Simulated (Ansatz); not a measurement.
# CHOSi (quartet): wave-function methods side by side, cc-pVDZ

How much of the correlation energy of CHOSi (quartet) does each wave-function method recover here?

Program: Ansatz 0.2.0, Gaussian basis. Level of theory: cc-pVDZ, core rule «outside noble gas», up to 7 orbitals frozen. These are calculated values, not measurements.

The runs, in order: UHF; CCSD(T) on ROHF; CCSD(T) on UHF; BCCD(T) on ROHF; CISD; CCSDT(Q) on ROHF; CCSDT(Q) on UHF.

17 further runs of the same task are left out: 5 that didn't finish, 12 set aside as unsound or not needed.

### Step 1. The geometry

The geometry is a PBE0/def2-TZVP stationary point (not a proven minimum) of the parent state, kept for this charge and spin.

4 atoms, charge 0, spin multiplicity 4.

Atoms are counted from 1 here; the program's logs count them from 0.

Bond lengths: O1–C2 1.331 Å, O1–Si3 1.857 Å, C2–Si3 1.748 Å, C2–H4 1.085 Å. Angles: C2–O1–Si3 64.0°, O1–C2–Si3 72.8°, O1–C2–H4 121.1°, Si3–C2–H4 166.2°, O1–Si3–C2 43.2°.

### Step 2. UHF

in.yaml reads:

```yaml
crystal:
  periodic: [false, false, false]
  atoms:
    - {symbol: O, position_ang: [0.000000, -0.668907, 0.842254]}
    - {symbol: C, position_ang: [0.000000, 0.660489, 0.770206]}
    - {symbol: Si, position_ang: [0.000000, 0.053019, -0.869044]}
    - {symbol: H, position_ang: [0.000000, 1.270023, 1.668016]}
basis:
  gaussian: {orbitals: cc-pVDZ}
magnetization: {spin_polarized: true, initial_magnetization: 3}
hamiltonian: {xc: hf}
output: {orbitals: {seedname: orbitals}}
```

Started as:

```sh
$ ansatz run in.yaml --threads 1 --pin off --events-out ev --progress --plain --max-ram 2393MiB
```

Further steps of the session: CCSD(T) on ROHF; CCSD(T) on UHF; BCCD(T) on ROHF; CISD; CCSDT(Q) on ROHF; CCSDT(Q) on UHF.

**Question.** What will the summary of the whole plan be? Wanted: UCCSDT(Q) below the RHF energy; RMP2 from UCCSDT(Q); UMP2 from UCCSDT(Q); RCCSD from UCCSDT(Q); RCCSD(T) from UCCSDT(Q); UCCSD(T) from UCCSDT(Q); RCCSDT(Q) from UCCSDT(Q); T1 diagnostic.

**Answer**, as computed:

| quantity | value |
| --- | --- |
| UCCSDT(Q) below the RHF energy | -11.1064 eV |
| RMP2 from UCCSDT(Q) | +1044.2 meV |
| UMP2 from UCCSDT(Q) | +1115.6 meV |
| RCCSD from UCCSDT(Q) | +483.1 meV |
| RCCSD(T) from UCCSDT(Q) | +68.9 meV |
| UCCSD(T) from UCCSDT(Q) | +74.5 meV |
| RCCSDT(Q) from UCCSDT(Q) | +9.6 meV |
| levels within 1 kcal/mol (43 meV) | RCCSDT, UCCSDT, RCCSDT(Q) |
| T1 diagnostic | 0.056 |

In words: RCCSD(T) lands +68.9 meV from the yardstick (0.6 % of the correlation energy). These misses are within one basis, not against nature; the frozen cores of restricted and unrestricted runs differ, which can shift their rows.
